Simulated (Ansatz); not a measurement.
# CH9NSi: the cost of one run

Method: RHF/def2-SVP, in Ansatz 0.2.0.

**1. The starting structure**

Bond lengths: Si1–H3 1.460 Å, Si1–C4 1.869 Å, C4–H5 1.110 Å, C4–H6 1.110 Å, C4–H7 1.110 Å, Si1–H8 1.459 Å, Si1–N9 2.120 Å, N9–H10 1.060 Å, N9–H11 1.060 Å. Angles (14 of 15 angles, heavy atoms first): C4–Si1–N9 176.6°, H3–Si1–C4 109.5°, H3–Si1–N9 67.2°, C4–Si1–H8 109.5°, H8–Si1–N9 72.8°, Si1–C4–H5 109.5°, Si1–C4–H6 109.5°, Si1–C4–H7 109.5°, Si1–N9–H10 120.0°, Si1–N9–H11 120.0°, H3–Si1–H8 109.5°, H5–C4–H6 109.4°, H5–C4–H7 109.4°, H6–C4–H7 109.4°.

Coordinates:

```xyz
12

Si    0.0000    0.0000    0.0000
H     0.0000    0.0000    1.8100
H     1.3768    0.0000   -0.4862
C    -0.8808    1.5259   -0.6227
H    -1.9334    1.2723   -0.8671
H    -0.8624    2.3106    0.1622
H    -0.3704    1.9025   -1.5336
H    -0.6877   -1.1914   -0.4862
N     1.1065   -1.6802    0.6685
H     0.6674   -2.6449    0.6516
H     2.0989   -1.5558    1.0196
H     0.5459   -0.8290    1.7642
```

**2. Pulling towards end A**

Springs on the bonds that form and break draw the guess towards this end; the thresholds are loose.

input.yaml reads:

```yaml
crystal:
  periodic: [false, false, false]
  atoms:
    - { symbol: Si, position_ang: [0.0, 0.0, 0.0] }
    - { symbol: H, position_ang: [0.0, 0.0, 1.81] }
    - { symbol: H, position_ang: [1.3768, 0.0, -0.4862] }
    - { symbol: C, position_ang: [-0.8808, 1.5259, -0.6227] }
    - { symbol: H, position_ang: [-1.9334, 1.2723, -0.8671] }
    - { symbol: H, position_ang: [-0.8624, 2.3106, 0.1622] }
    - { symbol: H, position_ang: [-0.3704, 1.9025, -1.5336] }
    - { symbol: H, position_ang: [-0.6877, -1.1914, -0.4862] }
    - { symbol: "N", position_ang: [1.1065, -1.6802, 0.6685] }
    - { symbol: H, position_ang: [0.6674, -2.6449, 0.6516] }
    - { symbol: H, position_ang: [2.0989, -1.5558, 1.0196] }
    - { symbol: H, position_ang: [0.5459, -0.829, 1.7642] }
basis:
  gaussian: { orbitals: def2-SVP }
hamiltonian:
  xc: hf
relax:
  f_tol: 0.15
  max_steps: 25
  restrain:
    - { distance: [0, 8], at: 3.02, k: 30.0 }
    - { distance: [11, 1], at: 1.86, k: 30.0 }
    - { distance: [0, 1], at: 1.46, k: 30.0 }
    - { distance: [11, 8], at: 1.06, k: 30.0 }
```

The run is started by

```
$ ansatz run input.yaml --threads 1 --pin off --max-ram 2048MiB --backend cpu --events-out ev --progress --plain --runs-dir out
```

**Question.** How long does this run take on 1 thread of Arm Neoverse V1, shared host, and how much memory does it need?

About 16 s, with a peak of 0.15 GiB.
